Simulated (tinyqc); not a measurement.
UKS/LDA (PW92) in the sto-3g basis, for OH+, spin multiplicity 3, step by step. One step of it, computed by the program tinyqc.

Problem. Iteration 1: building the Kohn-Sham matrix. J_ij = sum D_kl (ij|kl) with D = D(alpha) + D(beta); F = H + J + V_xc; E = tr D H + tr D J / 2 + E_xc + E_nn.

D(alpha) at the start:
```
            1O 1s      1O 2s    1O 2px    1O 2py     1O 2pz      2H 1s
1O 1s    1.059725  -0.252717  0.000000  0.000000  -0.002151   0.010678
1O 2s   -0.252717   1.069228  0.000000  0.000000   0.011250  -0.043916
1O 2px   0.000000   0.000000  1.000000  0.000000   0.000000   0.000000
1O 2py   0.000000   0.000000  0.000000  1.000000   0.000000   0.000000
1O 2pz  -0.002151   0.011250  0.000000  0.000000   1.012440  -0.058530
2H 1s    0.010678  -0.043916  0.000000  0.000000  -0.058530   0.005135
```

D(beta) at the start:
```
            1O 1s      1O 2s    1O 2px    1O 2py     1O 2pz      2H 1s
1O 1s    1.059725  -0.252717  0.000000  0.000000  -0.002151   0.010678
1O 2s   -0.252717   1.069228  0.000000  0.000000   0.011250  -0.043916
1O 2px   0.000000   0.000000  0.000000  0.000000   0.000000   0.000000
1O 2py   0.000000   0.000000  0.000000  0.000000   0.000000   0.000000
1O 2pz  -0.002151   0.011250  0.000000  0.000000   1.012440  -0.058530
2H 1s    0.010678  -0.043916  0.000000  0.000000  -0.058530   0.005135
```

core Hamiltonian H = T + V (hartree):
```
             1O 1s      1O 2s     1O 2px     1O 2py     1O 2pz      2H 1s
1O 1s   -31.920432  -7.423327   0.000000   0.000000  -0.004730  -0.291115
1O 2s    -7.423327  -8.548960   0.000000   0.000000  -0.059694  -0.813664
1O 2px    0.000000   0.000000  -6.747457   0.000000   0.000000   0.000000
1O 2py    0.000000   0.000000   0.000000  -6.747457   0.000000   0.000000
1O 2pz   -0.004730  -0.059694   0.000000   0.000000  -6.772738  -0.697772
2H 1s    -0.291115  -0.813664   0.000000   0.000000  -0.697772  -2.904549
```

Two-electron integrals (ij|kl) in chemists' order, unique and non-zero (hartree):
```
(11|11) 4.785065   (21|11) 0.741380   (21|21) 0.136873   (22|11) 1.118947
(22|21) 0.256633   (22|22) 0.817206   (31|31) 0.024477   (32|31) 0.037809
(32|32) 0.180518   (33|11) 1.115814   (33|21) 0.256684   (33|22) 0.817023
(33|33) 0.880159   (41|41) 0.024477   (42|41) 0.037809   (42|42) 0.180518
(43|43) 0.047444   (44|11) 1.115814   (44|21) 0.256684   (44|22) 0.817023
(44|33) 0.785270   (44|44) 0.880159   (51|51) 0.024477   (52|51) 0.037809
(52|52) 0.180518   (53|53) 0.047444   (54|54) 0.047444   (55|11) 1.115814
(55|21) 0.256684   (55|22) 0.817023   (55|33) 0.785270   (55|44) 0.785270
(55|55) 0.880159   (61|11) 0.029144   (61|21) 0.005340   (61|22) 0.009965
(61|33) 0.009951   (61|44) 0.009951   (61|51) 0.000227   (61|52) 0.000431
(61|55) 0.009994   (61|61) 0.000211   (62|11) 0.090908   (62|21) 0.021201
(62|22) 0.077631   (62|33) 0.076312   (62|44) 0.076312   (62|51) 0.001548
(62|52) 0.013302   (62|55) 0.080189   (62|61) 0.000843   (62|62) 0.010392
(63|31) 0.001952   (63|32) 0.012321   (63|53) 0.002615   (63|63) 0.001312
(64|41) 0.001952   (64|42) 0.012321   (64|54) 0.002615   (64|64) 0.001312
(65|11) 0.076758   (65|21) 0.018100   (65|22) 0.070866   (65|33) 0.068074
(65|44) 0.068074   (65|51) 0.002978   (65|52) 0.022676   (65|55) 0.076369
(65|61) 0.000740   (65|62) 0.011549   (65|65) 0.013991   (66|11) 0.304725
(66|21) 0.072116   (66|22) 0.303660   (66|33) 0.296021   (66|44) 0.296021
(66|51) 0.004661   (66|52) 0.057651   (66|55) 0.318817   (66|61) 0.002863
(66|62) 0.058406   (66|65) 0.075333   (66|66) 0.774606
```

nuclear repulsion = 2.44141735 hartree

V_xc(alpha) (hartree):
```
            1O 1s      1O 2s     1O 2px     1O 2py     1O 2pz      2H 1s
1O 1s   -2.947557  -0.427008   0.000000   0.000000  -0.000156  -0.016885
1O 2s   -0.427008  -0.824895   0.000000   0.000000  -0.001349  -0.062930
1O 2px   0.000000   0.000000  -0.815920   0.000000   0.000000   0.000000
1O 2py   0.000000   0.000000   0.000000  -0.815920   0.000000   0.000000
1O 2pz  -0.000156  -0.001349   0.000000   0.000000  -0.828656  -0.050394
2H 1s   -0.016885  -0.062930   0.000000   0.000000  -0.050394  -0.106725
```

V_xc(beta) (hartree):
```
            1O 1s      1O 2s     1O 2px     1O 2py     1O 2pz      2H 1s
1O 1s   -2.912472  -0.401263   0.000000   0.000000  -0.000189  -0.015937
1O 2s   -0.401263  -0.698341   0.000000   0.000000  -0.001647  -0.055509
1O 2px   0.000000   0.000000  -0.661435   0.000000   0.000000   0.000000
1O 2py   0.000000   0.000000   0.000000  -0.661435   0.000000   0.000000
1O 2pz  -0.000189  -0.001647   0.000000   0.000000  -0.757132  -0.047298
2H 1s   -0.015937  -0.055509   0.000000   0.000000  -0.047298  -0.104870
```

E_xc = sum of w rho eps_xc = -8.06691426 hartree

Give: Coulomb J; F(alpha); F(beta); total energy of this density.

Solution.

Coulomb J (hartree):
```
         1O 1s  1O 2s  1O 2px  1O 2py  1O 2pz  2H 1s
1O 1s   16.247  3.008   0.000   0.000   0.001  0.118
1O 2s    3.008  7.121   0.000   0.000   0.001  0.649
1O 2px   0.000  0.000   7.082   0.000   0.000  0.000
1O 2py   0.000  0.000   0.000   7.082   0.000  0.000
1O 2pz   0.001  0.001   0.000   0.000   7.177  0.583
2H 1s    0.118  0.649   0.000   0.000   0.583  2.443
```

F(alpha) (hartree):
```
          1O 1s   1O 2s  1O 2px  1O 2py  1O 2pz   2H 1s
1O 1s   -18.621  -4.842   0.000   0.000  -0.004  -0.190
1O 2s    -4.842  -2.252   0.000   0.000  -0.060  -0.228
1O 2px    0.000   0.000  -0.481   0.000   0.000   0.000
1O 2py    0.000   0.000   0.000  -0.481   0.000   0.000
1O 2pz   -0.004  -0.060   0.000   0.000  -0.424  -0.165
2H 1s    -0.190  -0.228   0.000   0.000  -0.165  -0.569
```

F(beta) (hartree):
```
          1O 1s   1O 2s  1O 2px  1O 2py  1O 2pz   2H 1s
1O 1s   -18.586  -4.817   0.000   0.000  -0.004  -0.189
1O 2s    -4.817  -2.126   0.000   0.000  -0.061  -0.220
1O 2px    0.000   0.000  -0.327   0.000   0.000   0.000
1O 2py    0.000   0.000   0.000  -0.327   0.000   0.000
1O 2pz   -0.004  -0.061   0.000   0.000  -0.353  -0.162
2H 1s    -0.189  -0.220   0.000   0.000  -0.162  -0.567
```

total energy of this density = -73.45492 hartree
